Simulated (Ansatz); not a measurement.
A calculation with Ansatz (development build ahead of 0.2.0).

```yaml
crystal:
  periodic: [false, false, false]
  atoms:
    - { symbol: O, position_ang: [0.0, 0.0, 0.0] }
    - { symbol: O, position_ang: [0.0, 1.787, 1.1] }
    - { symbol: O, position_ang: [0.0, -1.787, 1.1] }
basis:
  gaussian: { orbitals: STO-3G }
hamiltonian:
  xc: hf
correlation:
  method: fci
  frozen_orbitals: { O: 1 }
```

The input is written out in the form of the current development build from the run's settings.

Results

* Converged: yes
* Reference energy: -221.00991 hartree
* Correlation energy: -0.41099 hartree
* Total energy: -221.42091 hartree
* State: lowest singlet root, of any spatial symmetry
